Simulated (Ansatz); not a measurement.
Energy needed to pull apart CH6B2 (SMILES BCB), closed shell, into free ground-state atoms, from the structure below (displaced at random from a GFN2-xTB minimum); no zero-point or spin–orbit terms; open-shell atoms are treated unrestricted, in their ground-state multiplicity.

```xyz
9
angstrom
B -0.3948 0.7557 -0.9719
C 0.5732 -0.1610 -0.2793
B -0.0594 -0.4525 1.1889
H -1.3088 0.2396 -1.6586
H -0.3967 1.9617 -0.9545
H 1.3726 0.3640 -0.1122
H 0.8267 -1.0834 -0.8398
H 0.1716 0.1869 2.1273
H -0.6889 -1.4446 1.3181
```

Ansatz 0.2.0; basis: def2-TZVPP; cores frozen in the correlated methods.

```json
{"method": "PBE-D4", "atomization energy (kJ/mol)": "3169"}
{"method": "revPBE-D4", "atomization energy (kJ/mol)": "3111"}
{"method": "r2SCAN-D4", "atomization energy (kJ/mol)": "3163"}
{"method": "PBE0-D4", "atomization energy (kJ/mol)": "?"}
{"method": "LC-wPBE", "atomization energy (kJ/mol)": "3140"}
{"method": "wB97M-V", "atomization energy (kJ/mol)": "3159"}
{"method": "HF", "atomization energy (kJ/mol)": "?"}
{"method": "MP2", "atomization energy (kJ/mol)": "3091"}
{"method": "CCSD", "atomization energy (kJ/mol)": "3040"}
{"method": "CCSD(T)", "atomization energy (kJ/mol)": "3065"}
```

(1) What does PBE0-D4 give? (To be estimated.)

(2) What does HF give? (An estimate is asked for; the value comes from the calculation.)

T1 diagnostic: at most 0.012.

Answers

(1) By the calculation: 3155 kJ/mol, which is about 90 kJ/mol more than CCSD(T)/def2-TZVPP.

(2) The calculation gives: 2493 kJ/mol, which is about 573 kJ/mol less than CCSD(T)/def2-TZVPP.

In triple zeta the MP2 and coupled-cluster atomization energies are still short of their basis limit by a few kcal/mol a bond, whereas those of the functionals are nearly converged, so these differences are not deviations from converged CCSD(T).

For scale, one of the runs: CCSD(T)/def2-TZVPP forces, 177 basis functions (an equivalent command: `ansatz run in.yaml --threads 4`). Hardware: 4 CPU threads, shared host. Wall time 49 s; peak host memory 3.3 GiB.
